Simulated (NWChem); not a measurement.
All runs are NWChem calculations. System: H3N, charge 0, spin multiplicity 1, displaced from the optimised geometry. Level: CR-CCSD(T)/cc-pVDZ, 1 core orbitals frozen, spin-restricted.

The NWChem input:

```
start mol
memory heap 100 mb stack 700 mb global 1900 mb
geometry units angstroms nocenter noautoz noautosym
  N      0.001600     0.128256     0.000000
  H     -0.472755    -0.293412     0.812430
  H     -1.184287    -0.925915    -2.031075
  H      0.934306    -0.310965     0.000000
end
basis spherical
  * library cc-pvdz
end
scf
  rhf
  nopen 0
  maxiter 100
  thresh 1e-7
  semidirect memsize 60000000 filesize 0
end
tce
  freeze core 1
  cr-ccsd(t)
  2eorb
  2emet 13
  thresh 1e-6
  maxiter 100
  tilesize 24
end
task tce energy
```

Output (cleaned and shortened):

```
             Northwest Computational Chemistry Package (NWChem) 7.3.0
             --------------------------------------------------------

                                NWChem Input Module
                                -------------------

 Scaling coordinates for geometry "geometry" by  1.889725989
 (inverse scale =  0.529177249)

                             Geometry "geometry" -> ""
                             -------------------------

 Output coordinates in angstroms (scale by  1.889725989 to convert to a.u.)

  No.       Tag          Charge          X              Y              Z
 ---- ---------------- ---------- -------------- -------------- --------------
    1 N                    7.0000     0.00160000     0.12825600     0.00000000
    2 H                    1.0000    -0.47275500    -0.29341200     0.81243000
    3 H                    1.0000    -1.18428700    -0.92591500    -2.03107500
    4 H                    1.0000     0.93430600    -0.31096500     0.00000000

 Effective nuclear repulsion energy (a.u.)       9.3019080808

            Nuclear Dipole moment (a.u.)
            ----------------------------
        X                 Y               Z
 ---------------- ---------------- ----------------
    -1.3446080710    -1.1952516878    -2.3029051274


 Summary of "ao basis" -> "" (spherical)
 ------------------------------------------------------------------------------
       Tag                 Description            Shells   Functions and Types
 ---------------- ------------------------------  ------  ---------------------
 *                          cc-pvdz                   on all atoms

 Summary of "ao basis" -> "ao basis" (spherical)
 ------------------------------------------------------------------------------
       Tag                 Description            Shells   Functions and Types
 ---------------- ------------------------------  ------  ---------------------
 N                          cc-pvdz                  6       14   3s2p1d
 H                          cc-pvdz                  3        5   2s1p

                                 NWChem SCF Module
[...]
            Max iterations :      100
        Residual threshold : 0.10D-05
     T(0) DIIS level shift : 0.00D+00
     L(0) DIIS level shift : 0.00D+00
     T(1) DIIS level shift : 0.00D+00
     L(1) DIIS level shift : 0.00D+00
     T(R) DIIS level shift : 0.00D+00
     T(I) DIIS level shift : 0.00D+00
   CC-T/L Amplitude update :  5-th order DIIS
                I/O scheme : Global Array Library
        L-threshold :  0.10D-05
        EOM-threshold :  0.10D-05
 no EOMCCSD initial starts read in
 TCE RESTART OPTIONS
 SLICE:      F
 D4D5:       F
 quantumc:   F
 qrotation:  F
 pwtce:      F
 qducc:      F
 nacto:                         0
 nrotv:                         0
 nrot:                          0

            Memory Information
            ------------------
          Available GA space size is     249035959 doubles
          Available MA space size is     104855660 doubles

 Maximum block size supplied by input
 Maximum block size        24 doubles

 tile_dim =     24

 -------------------------------------------------

 Global array virtual files algorithm will be used

 Parallel file system coherency ......... OK

 4-electron integrals stored in orbital form

 v2    file size   =           407296
 4-index algorithm nr.  13 is used
 imaxsize =       30
 imaxsize ichop =        0


CCSD iterations
 ---------------------------------------------------------
 Iter          Residuum       Correlation     Cpu    Wall
 ---------------------------------------------------------
    1   0.1636318716124  -0.2382308091366     0.0     0.0
    2   0.0703981651657  -0.2625030439133     0.0     0.0
    3   0.0397944898602  -0.2766006227456     0.0     0.0
    4   0.0220108653720  -0.2842257869146     0.0     0.0
    5   0.0142810084412  -0.2873749834742     0.0     0.0
    6   0.0062904545246  -0.2916209120843     0.0     0.0
    7   0.0044791372314  -0.2922884531693     0.0     0.0
    8   0.0037545887658  -0.2921170619138     0.0     0.0
    9   0.0031589361725  -0.2922894917988     0.0     0.0
   10   0.0026646095601  -0.2922867368914     0.0     0.0
   11   0.0006716642269  -0.2925967326102     0.0     0.0
   12   0.0003934624391  -0.2926396606319     0.0     0.0
   13   0.0002075877631  -0.2926407905937     0.0     0.0
   14   0.0001702364907  -0.2926560782250     0.0     0.0
   15   0.0001078289879  -0.2926473231401     0.0     0.0
   16   0.0000650218154  -0.2926501997004     0.0     0.0
   17   0.0000466567729  -0.2926548495013     0.0     0.0
   18   0.0000403175508  -0.2926539705573     0.0     0.0
   19   0.0000336277185  -0.2926553596139     0.0     0.0
   20   0.0000285873908  -0.2926556605343     0.0     0.0
   21   0.0000054425498  -0.2926592936786     0.0     0.0
   22   0.0000033707031  -0.2926594739274     0.0     0.0
   23   0.0000018497646  -0.2926594287012     0.0     0.0
   24   0.0000016032493  -0.2926595735538     0.0     0.0
   25   0.0000010290416  -0.2926594569132     0.0     0.0
   26   0.0000005388342  -0.2926595048614     0.0     0.0
 -----------------------------------------------------------------
 Iterations converged
 CCSD correlation energy / hartree =        -0.292659504861379
 CCSD total energy / hartree       =       -56.218822457727541

 Singles contributions

 Doubles contributions
     6a   (alpha)     6a   (beta ) ---     5a   (alpha)     5a   (beta )       -0.6150064787
 CR-CCSD(T)

 CR-CCSD[T]  correction energy / hartree =        -0.016029955845420
 CR-CCSD[T] correlation energy / hartree =        -0.308689460706800
 CR-CCSD[T] total energy / hartree       =       -56.234852413572959
 CR-CCSD(T)  correction energy / hartree =        -0.014160861910122
 CR-CCSD(T) correlation energy / hartree =        -0.306820366771501
 CR-CCSD(T) total energy / hartree       =       -56.232983319637661

 Task  times  cpu:        0.8s     wall:        0.8s

 Total times  cpu:        0.8s     wall:        0.8s
```
